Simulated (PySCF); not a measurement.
## Calculated properties of `C(CC)(=C)N=C`

Species: C5H9N.
Atom-mapped SMILES: `[CH2:1]=[N:2][C:3](=[CH2:4])[CH2:5][CH3:6]` (hydrogens: H7, H8 on C1; H9, H10 on C4; H11, H12 on C5; H13, H14, H15 on C6)

Structural features include: imine and C=C double bond.

GFN2-xTB geometry:

| Property | Result |
| --- | --- |
| Point group of the GFN2-xTB geometry | C1 |
| Rotational constants A, B, C of the GFN2-xTB geometry | 5.864, 2.660, 2.049 GHz |

From wB97X-D/def2-SVPD ground state and vertical TDDFT (core frozen in the response) (PySCF):

| Quantity | Value |
| --- | --- |
| Dipole moment | 1.09 D |
| HOMO energy | -8.51 eV |
| LUMO energy | 0.90 eV |
| HOMO–LUMO gap | 9.41 eV |
| Lowest singlet excitation | 4.43 eV (280 nm, f = 0.036) |
| Strongest line among the 8 lowest singlet transitions | S4 at 7.01 eV (177 nm, f = 0.137) |
| Lowest triplet excitation (Tamm–Dancoff) | 3.49 eV |
| Static isotropic polarisability | 70.5 au |
| Electronic spatial extent ⟨r²⟩ about the centre of nuclear charge | 656 bohr² |

Monoisotopic mass from the formula: 83.0735 u.

The dipole matches unit charges of opposite sign 0.23 Å apart (1 e·Å = 4.8032 D). S1 lies 4.98 eV below the HOMO–LUMO gap; its leading configuration is HOMO→LUMO, weight 0.78. The largest Löwdin shares of the HOMO are 0.31 on C4, 0.26 on N2, 0.21 on C3 and 0.07 on C1. In wavenumbers S1 is 35700 cm⁻¹ (1 eV = 8065.54 cm⁻¹). No computed singlet falls in the visible range (750 to 380 nm, 1.65 to 3.26 eV); S1 lies 1.17 eV above its blue end. The vertical singlet–triplet gap S1 − T1 is 0.94 eV (TDDFT singlet less Tamm–Dancoff triplet; S1: HOMO→LUMO, weight 0.78; T1: HOMO→LUMO, weight 0.91). With B = h/(8π²I), that is 505.379 GHz u Å² over I, the principal moments of inertia are 86.2, 190.0 and 246.6 u Å² (most abundant isotopes); the inertial defect Ic − Ia − Ib is -29.6 u Å² (zero for a rigid planar frame, negative otherwise).

The structure is a single GFN2-xTB conformer in the gas phase; no vibrational or solvent corrections.

The values belong to the conformer `[CH2:1]=[N:2][C:3](=[CH2:4])[CH2:5][CH3:6]`: C1–N2–C3–C4 51°, N2–C3–C5–C6 -66°.
